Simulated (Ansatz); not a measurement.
**C3H5FO: basis-set convergence**

One table from this session's results is given with a row withheld; the runs are named, their logs left out.

Program: Ansatz 0.2.0, Gaussian basis. Level of theory: one geometry, several basis sets. These are calculated values, not measurements.

The runs, in order: PBE0-D4/def2-SVP; ωB97M-V/def2-SVP; PBE0-D4/def2-QZVPP; ωB97M-V/def2-QZVPP; the functionals' def2-TZVPP values are taken from earlier runs.

### The relaxed structure

All runs share one geometry, relaxed beforehand with PBE0-D4 in a triple-zeta def2 set.

SMILES `FC1CCO1`, 10 atoms, charge 0, spin multiplicity 1.

Atoms are counted from 1 here; the program's logs count them from 0.

Bond lengths: F1–C2 1.371 Å, C2–C3 1.523 Å, C2–O5 1.398 Å, C2–H6 1.094 Å, C3–C4 1.530 Å, C3–H7 1.088 Å, C3–H8 1.089 Å, C4–O5 1.442 Å, C4–H9 1.092 Å, C4–H10 1.093 Å. Angles: F1–C2–C3 113.3°, F1–C2–O5 111.2°, F1–C2–H6 106.3°, C3–C2–O5 92.8°, C3–C2–H6 119.9°, O5–C2–H6 112.8°, C2–C3–C4 84.1°, C2–C3–H7 113.6°, C2–C3–H8 114.9°, C4–C3–H7 116.4°, C4–C3–H8 115.5°, H7–C3–H8 110.2°, C3–C4–O5 90.8°, C3–C4–H9 116.0°, C3–C4–H10 116.2°, O5–C4–H9 111.2°, O5–C4–H10 111.6°, H9–C4–H10 109.8° and more.

Set-up of the first run:

in.yaml

```yaml
crystal:
  periodic: [false, false, false]
  atoms:
    - {symbol: F, position_ang: [-1.996711, -0.435797, -0.413511]}
    - {symbol: C, position_ang: [-0.986617, 0.208215, 0.253697]}
    - {symbol: C, position_ang: [0.242404, 0.459259, -0.609931]}
    - {symbol: C, position_ang: [0.906637, -0.565269, 0.312823]}
    - {symbol: O, position_ang: [-0.298637, -0.667560, 1.098276]}
    - {symbol: H, position_ang: [-1.453480, 1.038283, 0.792181]}
    - {symbol: H, position_ang: [0.112814, 0.162012, -1.648619]}
    - {symbol: H, position_ang: [0.643455, 1.469705, -0.554567]}
    - {symbol: H, position_ang: [1.739952, -0.197708, 0.914871]}
    - {symbol: H, position_ang: [1.173382, -1.522239, -0.142321]}
basis:
  gaussian: {orbitals: def2-SVP}
hamiltonian: {xc: pbe0, dispersion: d4}
output: {orbitals: {seedname: orbitals}}
```

Launch:

```
> ansatz run in.yaml --threads 4 --pin off --events-out ev --progress --plain --max-ram 10444MiB
```

Steps of the session up to this table: PBE0-D4 in def2-SVP; ωB97M-V in def2-SVP; PBE0-D4 in def2-QZVPP; ωB97M-V in def2-QZVPP.

One table of the session follows, with a row left open; its other results are not shown here.

```
functional       basis  HOMO (eV)  LUMO (eV)
   PBE0-D4    def2-SVP      -8.04       1.91
   PBE0-D4  def2-TZVPP      -8.19       1.39
   PBE0-D4  def2-QZVPP      -8.23       0.81
   ωB97M-V    def2-SVP     -10.46       3.58
   ωB97M-V  def2-TZVPP          ?          ?
   ωB97M-V  def2-QZVPP     -10.65       1.92
```

**Question.** Estimate the row for ωB97M-V, def2-TZVPP.

As computed: HOMO (eV): -10.60; LUMO (eV): 2.82. In the column «HOMO (eV)» it lies between ωB97M-V, def2-QZVPP (-10.65) and ωB97M-V, def2-SVP (-10.46).
